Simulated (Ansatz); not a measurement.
# CHAlO+ (quartet): the correlation ladder, def2-TZVPP

The task here is to estimate one member of a computed series from the others.

Program: Ansatz 0.2.0, Gaussian basis. Level of theory: def2-TZVPP, core rule «outside noble gas», up to 7 orbitals frozen. These are calculated values, not measurements.

The runs, in order: UHF; ROHF; CCSD(T) on UHF.

2 further runs of the same task are left out: 2 set aside as unsound or not needed.

### The system

The geometry is a PBE0/def2-TZVP stationary point (not a proven minimum) of the parent state, kept for this charge and spin.

4 atoms, charge 1, spin multiplicity 4.

Atoms are counted from 1 here; the program's logs count them from 0.

Bond lengths: Al1–C2 1.933 Å, C2–O3 1.306 Å, O3–H4 0.968 Å. Angles: Al1–C2–O3 167.9°, C2–O3–H4 112.4°.

The first run:

Contents of in.yaml:

```yaml
crystal:
  periodic: [false, false, false]
  atoms:
    - {symbol: Al, position_ang: [0.000001, -0.162615, 2.220099]}
    - {symbol: C, position_ang: [-0.000032, -0.075678, 0.288964]}
    - {symbol: O, position_ang: [0.000003, -0.291771, -0.998684]}
    - {symbol: H, position_ang: [0.000028, 0.530064, -1.510380]}
basis:
  gaussian: {orbitals: def2-TZVPP}
total_charge: 1
magnetization: {spin_polarized: true, initial_magnetization: 3}
hamiltonian: {xc: hf}
output: {orbitals: {seedname: orbitals}}
```

Run with:

```console
> ansatz run in.yaml --threads 1 --pin off --events-out ev --progress --plain --max-ram 4096MiB --backend cpu
```

Steps of the session up to this table: UHF; ROHF; CCSD(T) on UHF.

One of the session's tables, all rows but one given; the rest of the session is left out.

It belongs to the step «Misses and costs». 

```
  method  from UCCSD(T) (kcal/mol)
    ROHF                   +262.21
     UHF                   +257.88
    UMP2                    +22.17
   UCCSD                         ?
UCCSD(T)                         0
```

Estimate the missing values for UCCSD.

The run gave: from UCCSD(T) (kcal/mol): +11.15. In the column «from UCCSD(T) (kcal/mol)» it lies between UCCSD(T) (0) and UMP2 (+22.17).
